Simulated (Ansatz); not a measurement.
```yaml
crystal:
  periodic: [false, false, false]
  atoms:
    - {symbol: Nb, position_ang: [0.000000, 0.000000, -1.633849]}
    - {symbol: N, position_ang: [0.000000, 0.000000, 0.247391]}
    - {symbol: N, position_ang: [0.000000, 0.000000, 1.386458]}
basis:
  gaussian: {orbitals: def2-TZVP}
magnetization: {spin_polarized: true, initial_magnetization: 3}
hamiltonian: {xc: pbe0}
relax: {f_tol: 0.004, max_steps: 80}
```

```sh
$ ansatz run in.yaml --threads 1 --pin off --events-out ev --progress --plain --max-ram 2176MiB
```

Steps of the relaxation (energy above the last step; positions in Å, forces in eV/Å):

```
3
step 1, 122.1 meV
Nb    0.000    0.000   -1.634   -0.047   -0.077   -2.013
N     0.000    0.000    0.247    0.124    0.204    2.766
N     0.000    0.000    1.386   -0.077   -0.127   -0.752
```

```
3
step 2, 29.5 meV
Nb   -0.002   -0.003   -1.673   -0.029   -0.048   -0.783
N     0.005    0.008    0.270    0.069    0.112    1.650
N    -0.003   -0.005    1.403   -0.039   -0.065   -0.866
```

```
3
step 3, 5.6 meV
Nb   -0.004   -0.007   -1.701   -0.008   -0.013   -0.174
N     0.011    0.018    0.295    0.038    0.062   -0.966
N    -0.007   -0.011    1.405   -0.030   -0.049    1.140
```

```
3
step 4, 0.1 meV
Nb   -0.005   -0.007   -1.709   -0.003   -0.005    0.030
N     0.012    0.020    0.295    0.008    0.012    0.081
N    -0.008   -0.013    1.414   -0.004   -0.007   -0.111
```

```
3
step 6, 0.0 meV
Nb   -0.005   -0.008   -1.707    0.000    0.000    0.000
N     0.014    0.023    0.294    0.000    0.000   -0.002
N    -0.009   -0.015    1.413    0.000    0.000    0.002
```

Close pairs at the end: N2–N3 1.120 Å, Nb1–N2 2.002 Å, Nb1–N3 3.120 Å.

A stationary point of unrestricted PBE0 after 6 steps, with ⟨S²⟩ = 4.427 against 3.75 for a pure state; no frequencies were run, so it isn't proven a minimum. 3.2 min on 1 thread of AMD EPYC 9R45, shared host.
